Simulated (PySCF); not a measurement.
Compound: C₄H₄FO (charge -1).
Z-matrix (Å and degrees, PBE0-D3(BJ)/def2-SVP geometry), rows numbered from 1:
```
C 
C   1  1.3412
C   2  1.5005  1  121.24
O   3  1.2583  2  119.97  1    -0.54
C   3  1.3846  2  110.43  1   179.31
F   5  1.3693  3  122.18  2  -179.82
H   1  1.0951  2  123.05  3   179.96
H   1  1.0960  2  117.12  3     0.13
H   2  1.0991  1  120.25  3  -179.94
H   5  1.0933  3  125.21  2     0.35
```

The closed-shell ground state was solved at several levels (PySCF, density fitting, gas phase, non-relativistic). Where the HOMO energy is positive, the finite basis confines the outermost electrons. No diffuse functions stand in 6-31G*, def2-TZVP, pcSseg-1 and pcSseg-2, which bears on an anion's orbital energies.

```
              level  basis functions  total energy (Eh)  HOMO (eV)  LUMO (eV)  gap (eV)
      PBE0/pcSseg-1              122          -329.4786       0.20       4.62      4.42
     PBE0/def2-TZVP              210          -329.6455       0.00       4.47      4.47
      LDA/def2-SVPD              158          -327.0837       0.62       3.26      2.64
BHandHLYP/def2-SVPD              158          -329.4721      -1.13       4.97      6.10
   PBE0/aug-cc-pVDZ              174          -329.5638      -0.19       2.91      3.10
       PBE/pcSseg-2              272          -329.6507       0.90       3.50      2.60
```

Q: Estimate the row for PBE0/6-31G*, a basis of 92 functions; the other rows only guide the guess.

A: Total energy -329.4832 Eh, HOMO 0.80 eV, LUMO 5.23 eV, gap 4.43 eV.

Q: Over all these levels, which gives the widest orbital gap and which the narrowest?

A: BHandHLYP/def2-SVPD (global hybrid, 50 % exact exchange) has the widest, 6.10 eV, and PBE/pcSseg-2 (GGA) the narrowest, 2.60 eV. Functional and basis both differ between the two, so the spread mixes both effects.

Q: How much does the basis alone move the frontier levels among the 4 PBE0 rows (the withheld one included)?

A: The HOMO by 0.99 eV and the LUMO by 2.32 eV. By rising basis size (HOMO, LUMO in eV): 6-31G* 0.80, 5.23; pcSseg-1 0.20, 4.62; aug-cc-pVDZ -0.19, 2.91; def2-TZVP 0.00, 4.47.

One conformer stands for the species.
